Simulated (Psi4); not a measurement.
# UMVS/6-311++G(2d,2p) (Cholesky decomposition) run of [BH3]− (SMILES [BH3-])

Wanted: energy and one-electron properties of [BH3]−. Input form: a Python script.

The calculation is run with Psi4 1.11.

6 further runs of the same task are left out: 4 that didn't finish, 2 set aside as unsound or not needed.

## (1) Starting point

[BH3]− has 4 atoms, charge -1, and is taken as a doublet. SMILES: `[BH3-]`. All atoms were displaced at random from a relaxed shape.

Bond lengths: B1–H2 1.275 Å, B1–H3 1.226 Å, B1–H4 1.245 Å. Angles: H2–B1–H3 110.4°, H2–B1–H4 113.1°, H3–B1–H4 111.6°.

## (2) The charge distribution at UMVS/6-311++G(2d,2p) (Cholesky decomposition)

File job.py:

```python
import psi4

psi4.set_memory(1600000000)
psi4.set_num_threads(1)
psi4.core.set_output_file('bh3.out', False)

m = psi4.geometry("""
-1 2
B      0.26602242    -0.03907198    -0.46025414
H      1.75887015     0.85170901     1.20847419
H     -0.49364182    -2.13529603     0.17062526
H     -1.51553201     1.40944089    -0.97078633
units au
""")

psi4.set_options({
    'basis': '6-311++G(2d,2p)',
    'reference': 'uks',
    'scf_type': 'cd',
})

result, w = psi4.energy('MVS', return_wfn=True)
psi4.oeprop(w, 'MBIS_CHARGES', 'MAYER_INDICES', title='MVS')
print(f'total energy {result:.8f} hartree = {result * 27.211386:.5f} eV')
for k, v in sorted(psi4.core.scalar_variables().items()):
    print(f'{k:45s} {v:18.10f}')
```

Command:

```console
$ python job.py
```

What values should one expect? Wanted: total energy; HOMO energy; LUMO energy; ⟨S²⟩.

Computed results:

Level: UMVS/6-311++G(2d,2p) (Cholesky decomposition).

| quantity | value |
| --- | --- |
| total energy | -26.59091 Eh |
| HOMO energy (highest over α and β) | 1.97 eV |
| LUMO energy (lowest over α and β) | 4.85 eV |
| ⟨S²⟩ | 0.757 |

**Reading.** The HOMO lies at positive energy, 1.97 eV, as semi-local functionals often give for anions; only total energies tell whether the electron is bound.
